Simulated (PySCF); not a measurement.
# C5H2F+: electronic excitations at several levels of theory, part 1 of 2

How much do the electronic excitations of C5H2F+ (`C#Cc1[cH+]c1F`) depend on the level of theory, and what does each level cost?

Computed with PySCF 2.14.0, with density-fitted response routines of our own, on a single molecule in the gas phase. Atoms count from 0, in the outputs and in this text.

## (1) The starting structure

8 atoms, charge 1, multiplicity 1; geometry from: GFN2-xTB.

Bonds of the start (Å): C0–C1 1.21, C1–C2 1.36, C2–C3 1.41, C3–C4 1.36, C4–F5 1.26, C4–C2 1.40, C0–H6 1.06, C3–H7 1.07.

## (2) Optimising the geometry at PBE0-D3(BJ)/def2-SVP

The job: settings as JSON, then the geometry in Å.

```
{"job": {"xc": "PBE0", "basis": "def2-SVP", "d3": "d3bj", "grid": 1, "kind": "geom"}, "charge": 1, "multiplicity": 1}
C      2.233837     0.478497     0.682163
C      1.101045     0.246733     0.320672
C     -0.172158    -0.020692    -0.074886
C     -1.253560     0.174382    -0.953662
C     -1.390163    -0.699015     0.084867
F     -2.084783    -1.524316     0.739144
H      3.223825     0.683597     0.995346
H     -1.648987     0.670228    -1.818209
```

Log:

```text
step   0  E = -290.57176861  max force = 0.037435
step   1  E = -290.57271914  max force = 0.007756
step   2  E = -290.57322739  max force = 0.004525
step   3  E = -290.57359864  max force = 0.000841
step   4  E = -290.57361574  max force = 0.000681
step   5  E = -290.57362888  max force = 0.000482
step   6  E = -290.57363191  max force = 0.000436
step   7  E = -290.57362824  max force = 0.000752
step   8  E = -290.57362905  max force = 0.001077
step   9  E = -290.57364057  max force = 0.000941
step  10  E = -290.57365045  max force = 0.000717
step  11  E = -290.57365908  max force = 0.000479
step  12  E = -290.57365484  max force = 0.000831
step  13  E = -290.57366199  max force = 0.000272
optimisation converged
```

Run time: 32 s. Hardware: 1 thread, shared host.

Along the way:

```
step  energy from step 0 (eV)  largest force component (eV/Å)
   0                   0.0000                          1.9250
   1                  -0.0259                          0.3988
   2                  -0.0397                          0.2327
   3                  -0.0498                          0.0432
   4                  -0.0503                          0.0350
   5                  -0.0506                          0.0248
   6                  -0.0507                          0.0224
   7                  -0.0506                          0.0387
   8                  -0.0506                          0.0554
   9                  -0.0509                          0.0484
  10                  -0.0512                          0.0369
  11                  -0.0514                          0.0246
  12                  -0.0513                          0.0427
  13                  -0.0515                          0.0140
```

Close pairs (by a distance rule), those that changed most:

```
 bond  before (Å)  after (Å)  change (Å)
C2–C4       1.403      1.379      -0.024
C0–H6       1.058      1.082      +0.024
C3–H7       1.072      1.094      +0.022
C1–C2       1.360      1.378      +0.018
C3–C4       1.364      1.351      -0.013
C2–C3       1.407      1.397      -0.010
C4–F5       1.262      1.257      -0.005
C0–C1       1.211      1.216      +0.004
```

The final coordinates are the input of the step that follows.

```
                         at the end point                 value
  point group (found at 0.08 Å tolerance)                    Cs
rotational constants (GHz, main isotopes)  11.646, 2.156, 1.819
```

## (3) TDDFT and polarisability: CAM-B3LYP/def2-SVPD

The job: settings as JSON, then the geometry in Å.

```
{"job": {"kind": "uv", "xc": "CAM-B3LYP", "basis": "def2-SVPD", "ip": true}, "charge": 1, "multiplicity": 1}
C      2.251089     0.309572     0.729857
C      1.105512     0.155241     0.353977
C     -0.195536    -0.029032    -0.061639
C     -1.212795     0.247258    -0.978651
C     -1.453333    -0.581230     0.061141
F     -2.245669    -1.323002     0.694534
H      3.271948     0.447385     1.061359
H     -1.512496     0.781146    -1.885053
```

Method: TDDFT CAM-B3LYP/def2-SVPD, vertical, gas phase, core orbitals frozen in the response.

Log:

```text
coarse grid: 7760 points
cycle   1  E = -290.6338570324  dE =  1.720e+00  |g| = 5.518e-01  |ddm| = 9.817e+00
cycle   2  E = -290.6184123927  dE =  1.544e-02  |g| = 6.659e-01  |ddm| = 1.894e+00
cycle   3  E = -290.7112994902  dE = -9.289e-02  |g| = 1.238e-01  |ddm| = 1.031e+00
cycle   4  E = -290.7137551701  dE = -2.456e-03  |g| = 6.165e-02  |ddm| = 2.734e-01
cycle   5  E = -290.7146216084  dE = -8.664e-04  |g| = 1.703e-02  |ddm| = 1.824e-01
cycle   6  E = -290.7146855066  dE = -6.390e-05  |g| = 4.870e-03  |ddm| = 3.552e-02
cycle   7  E = -290.7146912594  dE = -5.753e-06  |g| = 1.147e-03  |ddm| = 1.237e-02
final grid: 78392 points
cycle   8  E = -290.7679850896  dE = -1.984e-05  |g| = 2.555e-03  |ddm| = 8.461e-02
cycle   9  E = -290.7679850000  dE =  8.958e-08  |g| = 2.900e-03  |ddm| = 1.079e-02
cycle  10  E = -290.7679866630  dE = -1.663e-06  |g| = 3.341e-04  |ddm| = 4.301e-03
cycle  11  E = -290.7679866925  dE = -2.950e-08  |g| = 1.204e-04  |ddm| = 7.831e-04
cycle  12  E = -290.7679866995  dE = -6.961e-09  |g| = 6.007e-05  |ddm| = 4.790e-04
cycle  13  E = -290.7679867012  dE = -1.700e-09  |g| = 2.277e-05  |ddm| = 1.510e-04
cycle  14  E = -290.7679867016  dE = -3.900e-10  |g| = 1.938e-05  |ddm| = 1.045e-04
converged SCF energy = -290.7679867016

Static polarisability (au): isotropic 50.613, principal 27.887 40.749 83.204

Singlet excitations
state   eV       nm        f      main configurations
  1   3.9137    316.8   0.00001   H->L 0.97
  2   5.2538    236.0   0.16292   H-1->L 0.79, H->L+2 0.17
  3   6.5719    188.7   0.00003   H->L+1 0.89
  4   6.7844    182.7   0.00006   H-1->L+2 0.86
  5   7.1064    174.5   0.03320   H-1->L+1 0.93
  6   7.2955    169.9   0.00031   H-2->L 0.94
  7   7.8821    157.3   0.00000   H-2->L+1 0.67, H-4->L 0.24
  8   8.3989    147.6   0.00176   H-4->L 0.66, H-2->L+1 0.25
  9   8.4394    146.9   0.89922   H->L+2 0.49, H-3->L 0.20, H-1->L 0.12
 10   8.7620    141.5   0.00683   H->L+3 0.69, H-3->L 0.16

Triplet excitations (Tamm-Dancoff, eV): 3.6136 3.6245 5.2895 5.9043
Vertical ionisation energy (delta-SCF) = 16.3979 eV
Vertical electron affinity (delta-SCF) = 6.2171 eV
```

Run time: 44 s. Hardware: 1 thread, shared host.

Frontier orbitals and where they lie:

```
orbital      eV                      atoms
 HOMO−3  -19.16  C2 28 %, F5 21 %, C3 21 %
 HOMO−2  -18.52  F5 32 %, C4 23 %, C3 19 %
 HOMO−1  -15.62   C1 39 %, C0 33 %, C2 9 %
   HOMO  -15.34   C0 41 %, C1 40 %, C2 8 %
   LUMO   -7.11  C2 31 %, C0 22 %, C3 21 %
 LUMO+1   -5.56  C4 38 %, C3 31 %, F5 13 %
 LUMO+2   -4.23  C0 30 %, C1 25 %, C2 13 %
```

With each of the 10 states as a Gaussian band of 0.4 eV half-width at 1/e, the curve within the window shown has maxima at 236 nm (ε 6,600), 175 nm (ε 1,400), 147 nm (ε 37,000) L/(mol cm). Beyond the last state computed it falls off for lack of states. The curve at chosen wavelengths:

```json
{"nm": "137", "ε (L/mol/cm)": "3391"}
{"nm": "146", "ε (L/mol/cm)": "35758"}
{"nm": "156", "ε (L/mol/cm)": "8544"}
{"nm": "165", "ε (L/mol/cm)": "656"}
{"nm": "175", "ε (L/mol/cm)": "1354"}
{"nm": "184", "ε (L/mol/cm)": "599"}
{"nm": "194", "ε (L/mol/cm)": "62"}
{"nm": "203", "ε (L/mol/cm)": "69"}
{"nm": "213", "ε (L/mol/cm)": "853"}
{"nm": "222", "ε (L/mol/cm)": "3262"}
{"nm": "232", "ε (L/mol/cm)": "6238"}
{"nm": "241", "ε (L/mol/cm)": "6155"}
{"nm": "251", "ε (L/mol/cm)": "3610"}
{"nm": "260", "ε (L/mol/cm)": "1546"}
{"nm": "270", "ε (L/mol/cm)": "438"}
{"nm": "279", "ε (L/mol/cm)": "113"}
{"nm": "289", "ε (L/mol/cm)": "21"}
{"nm": "298", "ε (L/mol/cm)": "4"}
{"nm": "308", "ε (L/mol/cm)": "1"}
{"nm": "317", "ε (L/mol/cm)": "0"}
{"nm": "327", "ε (L/mol/cm)": "0"}
{"nm": "336", "ε (L/mol/cm)": "0"}
{"nm": "346", "ε (L/mol/cm)": "0"}
{"nm": "355", "ε (L/mol/cm)": "0"}
{"nm": "365", "ε (L/mol/cm)": "0"}
{"nm": "374", "ε (L/mol/cm)": "0"}
```

Ground-state properties from the same run:

```
           property  computed
polarisability (Å³)      7.50
 HOMO–LUMO gap (eV)      8.23
      −ε(HOMO) (eV)     15.34
```

## (4) TDDFT and polarisability: wB97X-D/def2-SVPD

Same as in step 3 but for these lines:

```diff
@@ -1,2 +1,2 @@
-{"job": {"kind": "uv", "xc": "CAM-B3LYP", "basis": "def2-SVPD", "ip": true}, "charge": 1, "multiplicity": 1}
+{"job": {"kind": "uv", "xc": "wB97X-D", "basis": "def2-SVPD", "ip": true}, "charge": 1, "multiplicity": 1}
 C      2.251089     0.309572     0.729857
```

Method: TDDFT wB97X-D/def2-SVPD, vertical, gas phase, core orbitals frozen in the response.

Log:

```text
coarse grid: 7760 points
cycle   1  E = -290.6652183956  dE =  1.758e+00  |g| = 5.722e-01  |ddm| = 8.388e+00
cycle   2  E = -290.6774346545  dE = -1.222e-02  |g| = 6.070e-01  |ddm| = 1.829e+00
cycle   3  E = -290.7520975790  dE = -7.466e-02  |g| = 1.125e-01  |ddm| = 9.992e-01
cycle   4  E = -290.7541926821  dE = -2.095e-03  |g| = 4.816e-02  |ddm| = 3.086e-01
cycle   5  E = -290.7547160758  dE = -5.234e-04  |g| = 1.680e-02  |ddm| = 1.542e-01
cycle   6  E = -290.7547843571  dE = -6.828e-05  |g| = 4.594e-03  |ddm| = 3.663e-02
cycle   7  E = -290.7547904762  dE = -6.119e-06  |g| = 1.198e-03  |ddm| = 1.197e-02
final grid: 78392 points
cycle   8  E = -290.7980630008  dE = -6.174e-05  |g| = 5.110e-03  |ddm| = 1.700e-01
cycle   9  E = -290.7980624775  dE =  5.233e-07  |g| = 5.890e-03  |ddm| = 2.298e-02
cycle  10  E = -290.7980683726  dE = -5.895e-06  |g| = 6.428e-04  |ddm| = 6.891e-03
cycle  11  E = -290.7980684547  dE = -8.211e-08  |g| = 4.888e-04  |ddm| = 2.318e-03
cycle  12  E = -290.7980685166  dE = -6.191e-08  |g| = 1.100e-04  |ddm| = 1.197e-03
cycle  13  E = -290.7980685211  dE = -4.453e-09  |g| = 2.876e-05  |ddm| = 3.807e-04
cycle  14  E = -290.7980685218  dE = -6.913e-10  |g| = 1.613e-05  |ddm| = 1.271e-04
converged SCF energy = -290.7980685218

Static polarisability (au): isotropic 50.880, principal 28.298 40.945 83.395

Singlet excitations
state   eV       nm        f      main configurations
  1   3.9339    315.2   0.00001   H->L 0.98
  2   5.2734    235.1   0.16562   H-1->L 0.79, H->L+2 0.18
  3   6.6015    187.8   0.00004   H->L+1 0.90
  4   6.8440    181.2   0.00005   H-1->L+2 0.91
  5   7.1331    173.8   0.03165   H-1->L+1 0.94
  6   7.2853    170.2   0.00037   H-2->L 0.94
  7   7.9286    156.4   0.00001   H-2->L+1 0.65, H-4->L 0.26
  8   8.4051    147.5   0.00173   H-4->L 0.65, H-2->L+1 0.27
  9   8.4789    146.2   0.91808   H->L+2 0.46, H-3->L 0.24, H-1->L 0.12
 10   8.9452    138.6   0.08172   H-3->L 0.53, H->L+3 0.20, H->L+2 0.16

Triplet excitations (Tamm-Dancoff, eV): 3.6694 3.6821 5.4075 5.9857
Vertical ionisation energy (delta-SCF) = 16.3215 eV
Vertical electron affinity (delta-SCF) = 6.1250 eV
```

Run time: 42 s. Hardware: 1 thread, shared host.

In short: HOMO -15.84 eV, LUMO -6.44 eV; lowest singlet 3.93 eV.

(Continued in part 2 of 2.)
